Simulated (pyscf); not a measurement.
A first-order saddle from PySCF, ωB97X-D3(BJ)/def2-SVP:

```
O
H 1 0.9693
H 1 1.3611 2 118.99
H 3 0.9621 1 150.77 2 -123.15
Au 4 2.1071 3 76.96 1 9.54
```
Charge 0, spin multiplicity 1.

Surface: singlet, charge 0. Lowest wavenumbers (cm⁻¹): 1486i, 345, 455, 586, 771.

**Question.** Name the species on either side of this saddle.

**Answer.** AuH + H₂O ⇌ HO–Au + H₂, a four-centre exchange read from left to right: Au–H, H–O broken and Au–O, H–H formed. At ωB97M-D3(BJ)/def2-TZVP it lies +55.9 kcal/mol from the left side and +23.6 kcal/mol from the right (each side as separated species at their lowest minima found). On the reactant side the descent ends in a bound adduct (not fully relaxed), 19.2 kcal/mol under the separated species and 73.9 kcal/mol under the saddle at ωB97X-D3(BJ)/def2-TZVP. The products may also form a dative adduct at HO–Au; it and routes through it were not searched. This is the saddle that the search found; another between the same sides may lie lower. Elements past Kr carry the def2 core potentials, without spin-orbit coupling.
